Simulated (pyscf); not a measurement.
Structures and frequencies: ωB97X-D3(BJ)/def2-SVP in PySCF. Correlated levels are frozen-core, on RHF or UHF. ΔMP2 is the change of the MP2 total energy from the triple- to the quadruple-zeta basis.

### Question
Estimate by transition-state theory the rate constant of HO–SiH: [singlet] + HCl -> :HSi–Cl [singlet] + H₂O (singlet surface; O–Si, Cl–H broken, Cl–Si, H–O formed) at 1200 K, with CCSD(T)/def2-TZVPP + ΔMP2(QZVPP) energies (ideal gas, 1 atm, RRHO with modes under 100 cm⁻¹ raised to 100, one conformer, R ln 2 for rigid chiral ones; no tunnelling).

### Answer
The electronic barrier is 6.7 kcal/mol and the thermal terms add +38.8, so ΔG‡ = 45.5 kcal/mol. With k_BT/h = 2.50e+13 s⁻¹ and RT = 2.385 kcal/mol, and a volume of 1.64e-19 cm³ per molecule at 1 atm, k = 2.2e-14 cm³ molecule⁻¹ s⁻¹. Wigner's tunnelling factor for 652i cm⁻¹ would be 1.03. A shift of 1 kcal/mol in the barrier changes k by a factor 1.5. On the reactant side the descent ends in a complex, 4.3 kcal/mol under the separated species and 7.0 kcal/mol under the saddle at ωB97X-D3(BJ)/def2-TZVP. On the product side the descent ends in an adduct with a O–Si contact (not fully relaxed), 18.3 kcal/mol under the separated species and 21.0 kcal/mol under the saddle at ωB97X-D3(BJ)/def2-TZVP. What is counted as broken (O–Si) persists as a longer contact in the product adduct; parting that adduct is a step of its own. At ωB97X-D3(BJ) the barrier from the zero used here is 2.7 kcal/mol. One saddle was located; it need not be the lowest between these sides. The CCSD(T) − MP2 part came from Ansatz, without density fitting, on the same reference.
